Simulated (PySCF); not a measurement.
# ¹⁹F chemical shifts

- structure optimised with GFN2-xTB
- GIAO PBE0/pcSseg-1 shieldings
- run in PySCF 2.14
- non-relativistic, no solvent model, rapidly exchanging positions averaged, a single conformation

Shieldings were converted by a linear fit to measured shifts: ¹⁹F (scatter 6.0 ppm rms, 7.0 ppm with the 5 outliers that the fit left out vs CFCl3, solution or neat liquid, with a term for F on sp3 carbon). A few per cent of atoms miss by over 2 rms, more outside the fitted compound classes.

Q: Give the ¹⁹F shifts of `CC(C)[Si@@H](S)C(C)(F)F`.

A: 
```json
{"compound": "[CH3:1][CH:2]([CH3:3])[Si@@H:4]([SH:5])[C:6]([CH3:7])([F:8])[F:9]", "environment": "F8: fluorine of a CF2 group", "δ (ppm)": "-109.3"}
{"compound": "[CH3:1][CH:2]([CH3:3])[Si@@H:4]([SH:5])[C:6]([CH3:7])([F:8])[F:9]", "environment": "F9: fluorine of a CF2 group", "δ (ppm)": "-111.7"}
```

Q: Match the shifts -104.5, -140.7, -180.3, -195.8, -210.1 ppm to `C#C[Si@]1(C)C[C@H](F)C1`, `C[C@@H]1C=NC[C@H](F)[C@@H]1S`, `C#CF`, `O=C([SiH3])/C=C\F`, `C=C[C@](C)(F)C(=S)NC`.

A: -104.5: O=C([SiH3])/C=C\F (vinylic fluorine); -140.7: C#C[Si@]1(C)C[C@H](F)C1 (fluorine on an sp3 carbon); -180.3: C=C[C@](C)(F)C(=S)NC (fluorine on an sp3 carbon); -195.8: C[C@@H]1C=NC[C@H](F)[C@@H]1S (fluorine on an sp3 carbon); -210.1: C#CF (fluorine bonded to C).
